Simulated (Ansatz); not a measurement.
Ansatz (a quantum-chemistry and plane-wave program) input:

Ansatz 0.2 input:
```yaml
crystal:
  periodic: [false, false, false]
  atoms:
    - {symbol: O, position_ang: [-0.30458721, 0.19762960, 1.31889288]}
    - {symbol: C, position_ang: [-0.03243289, 0.06952811, 0.12404499]}
    - {symbol: C, position_ang: [0.06384060, 1.22182198, -0.72543176]}
    - {symbol: C, position_ang: [0.20799554, -1.29522990, -0.48804874]}
    - {symbol: H, position_ang: [0.10765842, -2.06113252, 0.27710537]}
    - {symbol: H, position_ang: [-0.10669852, 2.19920992, -0.29602167]}
    - {symbol: H, position_ang: [0.30111069, 1.13922735, -1.77801202]}
    - {symbol: H, position_ang: [1.20692602, -1.34813023, -0.92741048]}
    - {symbol: H, position_ang: [-0.50871857, -1.48693247, -1.29019125]}
basis:
  gaussian:
    orbitals: cc-pVDZ
magnetization: {spin_polarized: true, initial_magnetization: 1}
correlation: {method: ccsd_t, electrons: outside_noble_gas}
```

Q: What final total energy does it print?

A: -191.97887 Eh (CCSD(T)/cc-pVDZ). The basis has 81 functions.

It need not be the lowest isomer of its formula.

The determinant is spin-contaminated: <S^2> is 0.91 against 0.75 for a pure state.
